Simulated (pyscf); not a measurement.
PySCF, gas phase, ωB97X-D3(BJ)/def2-SVP geometries.

Problem. `[O]=[V]([OH])([OH])[OH]` + `[FH]` → `[O]=[V]([OH])([OH])[F]` + `[OH2]`
Surface: singlet. Broken: O–V, F–H. Formed: F–V, H–O. Give ΔE‡ and ΔE from PBE0-D3(BJ)/def2-TZVP, relative to the separated reactants.

Solution. ΔE‡ = 3.7 kcal/mol, ΔE = -7.5 kcal/mol. ωB97M-D3(BJ)/def2-TZVP gives 4.7 kcal/mol and -7.9 kcal/mol. Zero-point energy shifts the barrier by +1.5 kcal/mol. It is a four-centre exchange, with an imaginary mode of 503i cm⁻¹. On the reactant side the descent ends in a bound adduct, 8.1 kcal/mol under the separated species and 12.3 kcal/mol under the saddle at ωB97X-D3(BJ)/def2-TZVP. On the product side the descent ends in a complex (not fully relaxed), 4.7 kcal/mol under the separated species and 16.7 kcal/mol under the saddle at ωB97X-D3(BJ)/def2-TZVP. This is the saddle that the search found; another between the same sides may lie lower.
